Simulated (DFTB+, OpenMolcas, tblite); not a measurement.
## A ladder of methods for NO2 (nitrogen dioxide)

The species is NO2 (3 atoms), meant as a doublet with charge 0. SMILES: `[O]N=O`. The shape is that of a PBE0-D4/def2-TZVP optimisation.

```jsonl
{"atom": "O", "x (Å)": "0.2098", "y (Å)": "-1.0822", "z (Å)": "0.0006"}
{"atom": "N", "x (Å)": "-0.2655", "y (Å)": "-0.0091", "z (Å)": "-0.1459"}
{"atom": "O", "x (Å)": "0.0557", "y (Å)": "1.0913", "z (Å)": "0.1453"}
```

Each level gives the dipole moment (D). The values are calculated.

**What was measured.** NIST CCCBDB gives the dipole moment of the gas as 0.32 D.

```tsv
level	kind	program	value (D)	computed − measured	CPU time
DFTB1	semi-empirical	DFTB+	2.01	+1.69	under 2 s
DFTB2	semi-empirical	DFTB+	1.08	+0.76	under 2 s
DFTB3-D3(BJ)	semi-empirical	DFTB+	1.03	+0.71	under 2 s
GFN2-xTB	semi-empirical	tblite	0.92	+0.60	under 2 s
ROHF/ANO-L-MB	Hartree–Fock	OpenMolcas	0.29	-0.03	2.4 s
ROHF/STO-3G	Hartree–Fock	OpenMolcas	0.27	-0.05	2.3 s
UHF/STO-3G	Hartree–Fock	OpenMolcas	0.07	-0.25	2.4 s
ROHF/cc-pVTZ	Hartree–Fock	OpenMolcas	0.75	+0.43	11 s
USVWN5/STO-3G	LDA	OpenMolcas	0.13	-0.19	3.4 s
UPBE/STO-3G	GGA	OpenMolcas	0.13	-0.19	3.9 s
```

Nearest: ROHF/ANO-L-MB (-0.03 D); farthest: DFTB1 (+1.69 D). The measured dipole is a vibrational average, so differences of a few hundredths of a debye mean little. Computed less measured by kind, in D (ANO-L-MB rows): semi-empirical +0.60 to +1.69; Hartree–Fock -0.03. Spin contamination of the reference (⟨S²⟩ at least 0.1 too high) touches UHF/STO-3G. Magnitudes only: a small dipole may point the other way at some levels. Sets without polarisation functions give poor dipoles. Times are those of the runs behind each value, whatever else they computed, on shared processors of several kinds: orders of magnitude only.
